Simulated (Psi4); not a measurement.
# CH5OSi (SMILES [CH2][SiH2]O) at UMP2/def2-SVPD

Aim: the vertical ionisation energy of CH5OSi at UMP2/def2-SVPD, from 2 runs. 

The calculation is run with Psi4 1.11.

2 further runs of the same task are left out: 2 set aside as unsound or not needed.

**1. Starting point**

The species is CH5OSi (8 atoms), meant as a doublet with charge 0. As SMILES, `[CH2][SiH2]O`. The shape is that of a PBE0-D4/def2-TZVP optimisation. This is one conformer, not always the lowest.

Bond lengths: C1–Si2 1.840 Å, Si2–O3 1.650 Å, C1–H4 1.086 Å, C1–H5 1.087 Å, Si2–H6 1.485 Å, Si2–H7 1.490 Å, O3–H8 0.958 Å. Angles: C1–Si2–O3 112.2°, C1–Si2–H6 111.4°, C1–Si2–H7 108.0°, O3–Si2–H6 104.2°, O3–Si2–H7 111.6°, Si2–C1–H4 122.8°, Si2–C1–H5 122.5°, Si2–O3–H8 117.1°, H6–Si2–H7 109.4°, H4–C1–H5 114.6°.

**2. A single-point energy at UMP2/def2-SVPD**

Input file job.py:

```python
import psi4

psi4.set_memory(1600000000)
psi4.set_num_threads(1)
psi4.set_output_file('psi4.out', False)

geom = psi4.geometry("""
0 2
C     -0.861500     0.517800    -0.791400
Si     0.654000    -0.005200     0.111100
O      0.302800    -0.724400     1.554400
H     -0.970800     0.416800    -1.867000
H     -1.703100     0.991500    -0.293300
H      1.495600     1.161100     0.480600
H      1.431000    -0.912300    -0.779800
H     -0.255800    -1.502300     1.529400
units angstrom
symmetry c1
no_reorient
no_com
""")

psi4.set_options({
    'basis': 'def2-SVPD',
    'reference': 'uhf',
    'puream': True,
    'e_convergence': 1e-09,
    'd_convergence': 1e-08,
    'scf_type': 'pk',
    'num_frozen_docc': 7,
    'mp2_type': 'conv',
    'maxiter': 100,
})

e_tot = psi4.energy('mp2')
print('E =', round(e_tot, 9))
```

On the command line:

```
$ python job.py
```

psi4.out:

```text
[...]
  Running in c1 symmetry.
[...]
  Nuclear repulsion =  108.932753329125006
[...]
  Multiplicity = 2
[...]
  Nalpha       = 17
  Nbeta        = 16
[...]
    Number of basis functions: 107
[...]
   @UHF iter   1:  -404.27779803890638   -8.08378e-01   4.44629e-03 ADIIS/DIIS
[...]
   @UHF iter  14:  -404.40652201011784   -1.09708e-11   6.23757e-09 DIIS
[...]
   @S^2 Observed:                7.602857169E-01
[...]
    Orbital Energies [Eh]
    ---------------------
    Alpha Occupied:
       1A    -68.782314     2A    -20.559848     3A    -11.243332
       4A     -6.144341     5A     -4.256484     6A     -4.255240
       7A     -4.254632     8A     -1.326224     9A     -0.944688
      10A     -0.749342    11A     -0.639674    12A     -0.594237
      13A     -0.559286    14A     -0.546474    15A     -0.482050
      16A     -0.463564    17A     -0.391769
    Alpha Virtual:
      18A      0.085354    19A      0.112142    20A      0.121397
      21A      0.151968    22A      0.163700    23A      0.175843
      24A      0.178990    25A      0.194426    26A      0.216716
[...]
  @UHF Final Energy:  -404.40652201011784
   => Energetics <=
    Nuclear Repulsion Energy =            108.9327533291250063
    One-Electron Energy =                -774.8513898169776439
    Two-Electron Energy =                 261.5121144777347695
    Total Energy =                       -404.4065220101178397
  UHF NO Occupations:
  HONO-2 :   15  A 1.9992416
  HONO-1 :   16  A 1.9964937
[...]
 Multipole Moments:
 ------------------------------------------------------------------------------------
     Multipole            Electronic (a.u.)      Nuclear  (a.u.)        Total (a.u.)
 ------------------------------------------------------------------------------------
 L = 1.  Multiply by 2.5417464519 to convert [e a0] to [Debye]
 Dipole X            :        -12.6337995           12.1061525           -0.5276470
 Dipole Y            :          4.6570226           -4.9253822           -0.2683596
 Dipole Z            :        -16.1547753           15.7075925           -0.4471828
 Magnitude           :                                                    0.7418899
[...]
	SCS-MP2 Total Energy (a.u.)        :  -404.83022239367972
	SOS-MP2 Total Energy (a.u.)        :  -404.83041403368753
	SCSN-MP2 Total Energy (a.u.)       :  -404.57767552660357
[...]
	SOS-PI-MP2 Total Energy (a.u.)     :  -404.86302111242367
[...]
	MP2 Total Energy (a.u.)            :  -404.82983911366421
[...]
```

The script printed:

```text
E = -404.829839114
```

It took 6.9 s on 1 thread of Intel Xeon 6975P-C (Granite Rapids), shared host; peak memory 0.72 GiB.

**3. The singlet cation**

Input file calc.dat:

```
memory 1600 MB

molecule geom {
  1 1
  C     -0.861500     0.517800    -0.791400
  Si     0.654000    -0.005200     0.111100
  O      0.302800    -0.724400     1.554400
  H     -0.970800     0.416800    -1.867000
  H     -1.703100     0.991500    -0.293300
  H      1.495600     1.161100     0.480600
  H      1.431000    -0.912300    -0.779800
  H     -0.255800    -1.502300     1.529400
  units angstrom
  symmetry c1
}

set basis def2-SVPD
set puream true
set e_convergence 1e-09
set d_convergence 1e-08
set scf_type pk
set num_frozen_docc 7
set mp2_type conv

energy("mp2")
```

On the command line:

```
$ psi4 calc.dat calc.out -n 1
```

calc.out:

```text
[...]
  Running in c1 symmetry.
[...]
  Nuclear repulsion =  108.932753329125006
[...]
  Multiplicity = 1
[...]
  Nalpha       = 16
  Nbeta        = 16
[...]
    Number of basis functions: 107
[...]
   @RHF iter   1:  -403.94294571566354   -4.73525e-01   4.41215e-03 ADIIS/DIIS
[...]
   @RHF iter  13:  -404.07455506963373   -1.83604e-11   8.68712e-09 DIIS
[...]
    Orbital Energies [Eh]
    ---------------------
    Doubly Occupied:
       1A    -69.008213     2A    -20.755140     3A    -11.629908
       4A     -6.372809     5A     -4.484700     6A     -4.483582
       7A     -4.482596     8A     -1.517317     9A     -1.228736
      10A     -0.967960    11A     -0.918744    12A     -0.877977
      13A     -0.771179    14A     -0.747211    15A     -0.706256
      16A     -0.662209
[...]
  @RHF Final Energy:  -404.07455506963373
   => Energetics <=
    Nuclear Repulsion Energy =            108.9327533291250063
    One-Electron Energy =                -766.7855399011931468
    Two-Electron Energy =                 253.7782315024343802
    Total Energy =                       -404.0745550696337318
[...]
 Multipole Moments:
 ------------------------------------------------------------------------------------
     Multipole            Electronic (a.u.)      Nuclear  (a.u.)        Total (a.u.)
 ------------------------------------------------------------------------------------
 L = 1.  Multiply by 2.5417464519 to convert [e a0] to [Debye]
 Dipole X            :         -0.7674822           -0.9760991           -1.7435813
 Dipole Y            :          0.0393960            0.5558611            0.5952571
 Dipole Z            :          0.2584175           -2.2169943           -1.9585769
 Magnitude           :                                                    2.6889459
[...]
	SCS-MP2 Total Energy (a.u.)        :  -404.48359960009907
	SOS-MP2 Total Energy (a.u.)        :  -404.45457567080723
	SCSN-MP2 Total Energy (a.u.)       :  -404.22780141629443
[...]
	SOS-PI-MP2 Total Energy (a.u.)     :  -404.51791243766951
[...]
	MP2 Total Energy (a.u.)            :  -404.47831069182041
[...]
```

Wall time 5.4 s (1 thread of Intel Xeon 6975P-C (Granite Rapids), shared host); peak memory 0.72 GiB.

**4. Results**

Level: UMP2/def2-SVPD, 7 core orbitals frozen.

| quantity | value |
| --- | --- |
| doublet CH5OSi: total energy | -404.82984 Eh |
| doublet CH5OSi: HOMO energy (Hartree–Fock orbitals) (highest over α and β) | -10.66 eV |
| doublet CH5OSi: LUMO energy (Hartree–Fock orbitals) (lowest over α and β) | 1.61 eV |
| doublet CH5OSi: correlation energy (7 core orbitals frozen) | -423.3 mEh |
| doublet CH5OSi: ⟨S²⟩ of the reference determinant | 0.760 |
| singlet cation: total energy | -404.47831 Eh |
| singlet cation: HOMO energy (Hartree–Fock orbitals) | -18.02 eV |
| singlet cation: LUMO energy (Hartree–Fock orbitals) | -7.51 eV |
| singlet cation: HOMO–LUMO gap (Hartree–Fock orbitals) | 10.51 eV |
| singlet cation: correlation energy (7 core orbitals frozen) | -403.8 mEh |
| vertical ionisation energy (to the singlet cation) | 9.566 eV |

In words: The vertical ionisation energy comes to 9.57 eV (923 kJ/mol). Only the singlet of the ionised species was computed; a triplet could lie lower.
